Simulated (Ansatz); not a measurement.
Two structures of Si3H9, doublet, reached by relaxing down either side of one saddle point (PBE0-D4/def2-TZVP). Energies are electronic, without zero-point energy. Computed with Ansatz 0.2.0 (basis: def2-TZVPP and def2-QZVPP); correlated methods freeze the cores; orbitals are unrestricted. Extrapolation: Hartree–Fock as exp(−7.88 √X), correlation as X^−2.97. First:

```xyz
12
angstrom
H 0.6906 1.0765 -1.4347
Si 1.0782 1.3802 -0.0304
Si 0.8065 -0.4640 1.3886
Si -1.6163 -0.9498 -1.2084
H 0.2480 2.5170 0.4512
H 2.5064 1.8003 -0.0251
H 1.5890 -0.2161 2.6342
H -0.6168 -0.6572 1.7776
H 1.3167 -1.7094 0.7566
H -2.2557 0.3520 -0.8846
H -2.4655 -2.0887 -0.7724
H -1.2811 -1.0408 -2.6527
```

Second:

```csv
atom,x (Å),y (Å),z (Å)
H1,-1.0843,-0.1009,-1.4556
Si2,1.2215,1.1805,0.4381
Si3,1.5799,-0.0987,2.3443
Si4,-2.1591,-0.7422,-2.2580
H5,0.6588,2.5343,0.6951
H6,2.3967,1.2821,-0.4696
H7,2.5960,0.4942,3.2586
H8,0.2979,-0.2301,3.0858
H9,2.0441,-1.4509,1.9358
H10,-3.3452,0.1502,-2.3010
H11,-2.5358,-2.0360,-1.6342
H12,-1.6705,-0.9826,-3.6394
```

(1) Which bonds change from the first to the second?

(2) Give the saddle point's structure and its height above each. (Judge from chemistry; the value comes from the calculation.)

No T1 diagnostic of these runs exceeds 0.016. ⟨S²⟩ of the unrestricted Hartree–Fock references: 0.75 to 0.78 (a pure state has 0.75). The end structure is not quite a true minimum (one mode of 39i cm⁻¹).

## Answers

(1) Si₂H₆ ([SiH3][SiH3]) + SiH₃ → Si₂H₅ ([SiH2][SiH3]) + SiH₄; bonds formed: H1–Si4; bonds broken: H1–Si2.

(2) By the calculation: 37.1 kJ/mol above the first and 47.7 kJ/mol above the second (CCSD(T) at an estimated basis limit (MP2 extrapolated from triple and quadruple zeta, plus CCSD(T) − MP2 in triple zeta)).
H1  (-0.423, 0.176, -0.815)
Si2  (0.792, 0.967, 0.072)
Si3  (1.280, -0.200, 2.030)
Si4  (-1.747, -0.580, -1.852)
H5  (0.271, 2.336, 0.346)
H6  (1.970, 1.070, -0.833)
H7  (2.303, 0.480, 2.871)
H8  (0.035, -0.349, 2.830)
H9  (1.782, -1.555, 1.676)
H10  (-2.917, 0.336, -1.880)
H11  (-2.117, -1.874, -1.218)
H12  (-1.229, -0.806, -3.227)
(Å)

Radical steps of this kind take place in plasma deposition and etching.

Labels in which every atom is bracketed show which atoms are joined, not bond orders.

For scale, one of the runs: CCSD(T)/def2-TZVPP, 252 basis functions, launched by `ansatz run in.yaml --threads 8 --pin off --events-out ev --progress --plain --max-ram 19148MiB`. Hardware: 8 CPU threads of an Arm Neoverse V1, shared host. Wall time 2.7 min; peak host memory 13 GiB.
